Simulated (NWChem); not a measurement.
# C2H4O2, triplet; SMILES of the neutral closed-shell parent C(C)(=O)O

```xyz
8

C     -0.8420     1.0676    -0.0224
C      0.0889    -0.0560     0.3035
O     -0.3063    -1.3389     0.0407
O      1.3501     0.1274    -0.1016
H     -0.4748     2.0221     0.3808
H     -0.9762     1.1803    -1.1171
H     -1.8201     0.8482     0.4300
H     -0.0623    -1.5748    -0.8717
```
Atoms are numbered in this order, from 1.

Level: PBE0/def2-SVP, spin-unrestricted (NWChem), optimised geometry, unscaled harmonic frequencies. The spin multiplicity was typed, not searched, and may not be the lowest.

Q: List the harmonic frequencies with IR intensities, and the thermochemistry.

A: 
```json
[
 {"frequency (cm⁻¹)": "161", "IR intensity (km/mol)": "80.4"},
 {"frequency (cm⁻¹)": "199", "IR intensity (km/mol)": "29.1"},
 {"frequency (cm⁻¹)": "331", "IR intensity (km/mol)": "1.7"},
 {"frequency (cm⁻¹)": "386", "IR intensity (km/mol)": "4.0"},
 {"frequency (cm⁻¹)": "447", "IR intensity (km/mol)": "9.3"},
 {"frequency (cm⁻¹)": "875", "IR intensity (km/mol)": "9.5"},
 {"frequency (cm⁻¹)": "935", "IR intensity (km/mol)": "4.3"},
 {"frequency (cm⁻¹)": "1030", "IR intensity (km/mol)": "8.1"},
 {"frequency (cm⁻¹)": "1187", "IR intensity (km/mol)": "111.0"},
 {"frequency (cm⁻¹)": "1224", "IR intensity (km/mol)": "26.2"},
 {"frequency (cm⁻¹)": "1344", "IR intensity (km/mol)": "41.1"},
 {"frequency (cm⁻¹)": "1366", "IR intensity (km/mol)": "16.7"},
 {"frequency (cm⁻¹)": "1429", "IR intensity (km/mol)": "13.8"},
 {"frequency (cm⁻¹)": "1455", "IR intensity (km/mol)": "2.5"},
 {"frequency (cm⁻¹)": "3000", "IR intensity (km/mol)": "30.1"},
 {"frequency (cm⁻¹)": "3127", "IR intensity (km/mol)": "7.1"},
 {"frequency (cm⁻¹)": "3180", "IR intensity (km/mol)": "2.8"},
 {"frequency (cm⁻¹)": "3673", "IR intensity (km/mol)": "9.7"}
]
```

```
Quantity                                                                                              Value
-----------------------------------------------------------------------------------------  ----------------
zero-point energy                                                                             36.2 kcal/mol
thermal correction to the enthalpy at 298.15 K (with zero-point energy)                       40.1 kcal/mol
heat capacity Cv                                                                           16.3 cal/(mol K)
entropy at 298.15 K and 1 atm (symmetry number 1, electronic part: spin degeneracy alone)  72.5 cal/(mol K)
dipole moment                                                                                        1.90 D
```

Rigid rotor and harmonic oscillator.
